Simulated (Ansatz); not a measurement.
Z-matrix (Å, degrees):
```
C
F 1 1.390
C 1 1.481 2 114.6
N 1 1.396 2 114.8 3 145.7
C 1 1.481 2 114.6 3 -68.7
H 3 1.082 1 117.7 2 146.3
H 3 1.082 1 116.9 2 0.8
H 4 1.012 1 112.0 2 61.8
H 4 1.012 1 112.0 2 -61.8
H 5 1.082 1 117.7 2 -146.3
H 5 1.082 1 116.9 2 -0.8
```

The species carries charge 0 and has multiplicity 1.

Q: List the PBE0/def2-TZVPP orbital energies in eV (the Gaussian-basis code of Ansatz). (Best estimate.)

A: The calculation gave: Occupied: -673.36, -391.32, -280.99, -278.31, -278.30, -33.21, -25.75, -23.48, -17.33, -16.66, -15.02, -14.15, -14.01, -12.27, -12.04, -11.39, -10.42, -8.82, -8.02, -7.89. Lowest empty: 1.31, 2.14, 2.22, 2.23, 3.00, 3.81, 4.16, 4.38.
